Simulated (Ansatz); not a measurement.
Program: Ansatz. Geometries: PBE0-D4/def2-TZVP. ΔE: electronic, gas phase. CCSD(T)/CBS is extrapolated from def2-TZVPP and def2-QZVPP, frozen cores. Functionals use def2-TZVPP. Each species was taken in one conformer, which may not be the lowest.

`O[Si]Cl` + H₂O → `O[Si]O` + HCl  (formal hydrolysis of the Si–Cl bond)

`O[Si]Cl`:

Z-matrix (Å, degrees):
```
O
Si 1 1.637
H 1 0.963 2 120.4
Cl 2 2.110 1 101.3 3 -0.0
```

H₂O:

```xyz
3

O     0.221    0.315    0.058
H    -0.332    0.120   -0.702
H     0.111   -0.436    0.645
```

`O[Si]O`:

Z-matrix (Å, degrees):
```
O
Si 1 1.642
H 1 0.964 2 117.5
O 2 1.663 1 99.4 3 0.0
H 4 0.960 2 116.1 1 180.0
```

HCl:

```xyz
2

Cl   -0.298    0.041   -0.564
H     0.298   -0.041    0.564
```

```csv
species,r2SCAN energy (Eh)
`O[Si]Cl`,-825.55083
H₂O,-76.42320
`O[Si]O`,-441.18966
HCl,-460.78587
```

Work out ΔE.

ΔE = (-441.18966) + (-460.78587) − (-825.55083) − (-76.42320) = -0.00150 Eh = -0.9 kcal/mol. CCSD(T)/CBS gives -0.7 kcal/mol.

Largest T1 diagnostic among the species: 0.015.

At CCSD(T), def2-SVP lies −1.6 kcal/mol from the extrapolated value and def2-TZVPP −1.4 kcal/mol. From BLYP to BHLYP (50 % exact exchange), in def2-TZVPP and without D4, ΔE moves by −0.9 kcal/mol.
